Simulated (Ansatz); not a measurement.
Cost and result for the atomization energy of B2 (`B#B`) (triplet) (2 atoms, 1 bond).

Charge 0, multiplicity 3. Geometry: relaxed with PBE0-D4/def2-TZVP. Program: Ansatz. All runs use 2 threads of an AMD EPYC 7R13 on a shared host. Times are those of one run each, without the atoms' runs, and a repeat can differ threefold. Electronic energies, without spin–orbit coupling; frozen cores. CCSD(T)/CBS extrapolates def2-TZVPP and def2-QZVPP, and its time is that of the two runs behind it. T1 = 0.069; ⟨S²⟩ of the reference is 2.91.

CCSD(T)/CBS is a level of theory with its own doubt, some kJ/mol a heavy atom from the limit and from the frozen cores, so smaller differences don't rank the functionals.

```
                             level  functions  wall time
                  CCSD(T)/def2-SVP         28      1.1 s
            LDA (SPW92)/def2-TZVPP         62      1.3 s
              revPBE-D4/def2-TZVPP         62      2.6 s
                BLYP-D4/def2-TZVPP         62      2.6 s
           CAM-B3LYP-D4/def2-TZVPP         62      3.1 s
                RPA@PBE/def2-TZVPP         62      3.4 s
                CCSD(T)/def2-TZVPP         62      3.5 s
             r2SCANh-D4/def2-TZVPP         62      4.9 s
r2SCAN-D4/def2-TZVPP (with forces)         62      6.5 s
                ωB97X-V/def2-TZVPP         62      6.5 s
                 B97M-V/def2-TZVPP         62        8 s
                CCSD(T)/def2-QZVPP        114       14 s
                 CCSD(T)/CBS(def2)          –       18 s
```

(1) What atomization energy does each give, and how far from CCSD(T)/CBS? (Best estimate.)

Results:

(1) The calculation gave: 
```tsv
level	atomization (kcal/mol)	difference from CCSD(T)/CBS	per bond
CCSD(T)/def2-SVP	60.8	-0.9	-0.8
LDA (SPW92)/def2-TZVPP	89.1	27.4	27.5
revPBE-D4/def2-TZVPP	76.5	14.8	14.8
BLYP-D4/def2-TZVPP	69.3	7.6	7.6
CAM-B3LYP-D4/def2-TZVPP	63.4	1.7	1.8
RPA@PBE/def2-TZVPP	50.3	-11.4	-11.4
CCSD(T)/def2-TZVPP	59.5	-2.2	-2.1
r2SCANh-D4/def2-TZVPP	78.9	17.2	17.3
r2SCAN-D4/def2-TZVPP (with forces)	81.0	19.3	19.3
ωB97X-V/def2-TZVPP	58.8	-2.9	-2.8
B97M-V/def2-TZVPP	73.2	11.5	11.5
CCSD(T)/def2-QZVPP	60.8	-0.9	-0.9
CCSD(T)/CBS(def2)	61.7	0.0	0.0
```

In def2-TZVPP, CCSD(T) changes the Hartree–Fock value by +4.3 kcal/mol (the triples alone add +4.4 kcal/mol) and MP2 by +5.9 kcal/mol; breaking electron pairs costs correlation energy, which Hartree–Fock lacks. From BLYP to BHLYP (50 % exact exchange), in def2-TZVPP and without D4, the atomization energy moves by −9.3 kcal/mol: exact exchange takes away binding that semilocal exchange gives to molecules. At CCSD(T), def2-SVP lies −0.8 kcal/mol from the extrapolated value and def2-TZVPP −2.1 kcal/mol.
